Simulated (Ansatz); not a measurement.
We consider zinc-blende HgS (metastable phase), described by PBEsol-D3(BJ) (Ansatz, an electronic-structure program, PAW).

Settings: plane-wave cutoff 520 eV, 10×10×10 k mesh, Fermi–Dirac smearing 0.01 eV, scalar-relativistic PAW data made under PBE.

Pressure at four volumes; x = ln(V/24.625 Å³). One pressure is withheld.

| V (Å³/atom) | x | P (GPa) |
|---|---|---|
| 23.147 | -0.0619 | ? |
| 23.640 | -0.0408 | 2.97 |
| 24.625 | 0.0000 | 0.00 |
| 26.102 | 0.0582 | -3.33 |

**Question.** Pass a parabola P(x) through the three rows shown, estimate the bulk modulus and its pressure derivative near zero pressure, and predict the withheld pressure.

**Answer.** Slopes between the rows: (0.00 − (2.97))/(0.0000 − (-0.0408)) = -72.79 and (-3.33 − (0.00))/(0.0582 − (0.0000)) = -57.22 GPa. Their difference over the span 0.0990 is c = 15.57/0.0990 = 157.3 GPa, so P(x) = 2.97 + (-72.79)(x − (-0.0408)) + 157.3 (x − (-0.0408))(x − (0.0000)). At the middle row B = −dP/dx = −[-72.79 + 157.3 × 0.0408] = 66.4 GPa, and B′ = dB/dP = 2c/B = 4.7. At x = -0.0619 the parabola gives 4.71 GPa; the run gives 4.74 GPa. The Birch–Murnaghan fit to the energies at all volumes has B0 = 65.9 GPa and B′ = 4.9.

Spin–orbit coupling is not included; it can open a gap where bands touch, and shift volumes and moduli.
